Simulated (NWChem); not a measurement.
System: CHO, doublet; SMILES [CH]=O

Input file for NWChem:

```
start job
memory heap 200 mb stack 700 mb global 900 mb
geometry units angstroms
  C     -0.555385     0.293479     0.010497
  O      0.513221    -0.206809    -0.006297
  H     -1.528527    -0.214364    -0.025127
end
basis spherical
  * library def2-svp
end
dft
  odft
  mult 2
  xc xpbe96 cpbe96
  disp vdw 4
  iterations 150
end
driver
  maxiter 120
end
task dft optimize
task dft freq
```

In the optimisation the excess spin sits in a' (Cs, its own frame).

The level has its own optimisation; frequencies are unscaled.

Problem. What results follow from this input? (PBE-D3(BJ)/def2-SVP, spin-unrestricted.) Quantities: r C–O (Å); r C–H (Å); highest harmonic frequency (cm⁻¹); lowest (cm⁻¹); zero-point energy (kcal/mol); dipole (D).

Solution. 
| Item | Value |
|---|---|
| r C–O (Å) | 1.186 |
| r C–H (Å) | 1.149 |
| highest harmonic frequency (cm⁻¹) | 2553 |
| lowest (cm⁻¹) | 1076 |
| zero-point energy (kcal/mol) | 7.9 |
| dipole (D) | 1.37 |
